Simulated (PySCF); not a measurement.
PySCF job for allene cation (C3H4), SMILES C=C=C (connectivity only; charge and spin as stated), charge +1, multiplicity 2, B3LYP/pcH-1. Geometry: B3LYP-D3(BJ)/def2-TZVP. The multiplicity is an assumed one; other spin states were not compared.

```python
import numpy as np
from pyscf import gto, scf, dft
from pyscf.prop.hfc import uks as hfc
from pyscf.prop.gtensor import uks as gtensor

mol = gto.M(
    atom='''
    C    -1.31068221    0.00000000   -0.00000000
    C     0.00000000   -0.00000000    0.00000000
    C     1.31068221   -0.00000000    0.00000000
    H    -1.87269286    0.85042466   -0.38936688
    H    -1.87269287   -0.85042467    0.38936688
    H     1.87269286   -0.85042466   -0.38936688
    H     1.87269287    0.85042467    0.38936688
    ''',
    basis='pcH-1',
    charge=1,
    spin=1,
    max_memory=1600,
    verbose=3,
)
mf = dft.UKS(mol, xc='b3lyp')
mf.grids.level = 3
mf.conv_tol = 1e-10
mf.max_cycle = 100
mf.kernel()
fine, coarse = mf.grids, dft.Grids(mol).set(level=1).build(with_non0tab=True)
for _ in range(3):  # follow internal instabilities
    mf.grids = coarse
    mo, _, stable, _ = mf.stability(return_status=True, nroots=4)
    mf.grids = fine
    if stable:
        break
    mf.kernel(mf.make_rdm1(mo, mf.mo_occ))
A = hfc.HFC(mf).make_fcdip(mf.make_rdm1())  # Fermi contact and dipolar terms, MHz
print('atom   A(iso)/MHz   principal dipolar parts/MHz')
for i, a in enumerate(A):
    w = np.linalg.eigvalsh((a + a.T) / 2)
    print(f'{mol.atom_symbol(i):2s}{i + 1:3d} {w.mean():12.2f}', (w - w.mean()).round(2))
gt = gtensor.GTensor(mf)
gt.dia_soc2e, gt.para_soc2e, gt.so_eff_charge = None, None, True
gt.max_cycle_cphf = 60
g = gt.kernel()
```

Program output:

```

WARN: HOMO -0.260796820354726 >= LUMO -0.260796820354722

converged SCF energy = -116.321741378335  <S^2> = 0.76000158  2S+1 = 2.0099767
<class 'pyscf.dft.uks.UKS'> wavefunction is stable in the internal stability analysis
atom   A(iso)/MHz   principal dipolar parts/MHz
C   1        11.14 [-36.06 -31.72  67.78]
C   2       -13.35 [-53.12 -18.32  71.44]
C   3        11.14 [-36.06 -31.72  67.78]
H   4        43.21 [-15.18  -8.68  23.86]
H   5        43.21 [-15.18  -8.68  23.86]
H   6        43.21 [-15.18  -8.68  23.86]
H   7        43.21 [-15.18  -8.68  23.86]
SOC(1e)/OZ [6.20323945e-04 4.09929897e-04 8.50635627e-05]
free electron g 2.00231930436182
g-tensor total [2.00288109 2.002615   2.00232681]
g-shift (ppt) [0.56178631 0.2957005  0.00750316]
```

The run converged.

Cost: roughly 40 core-seconds.
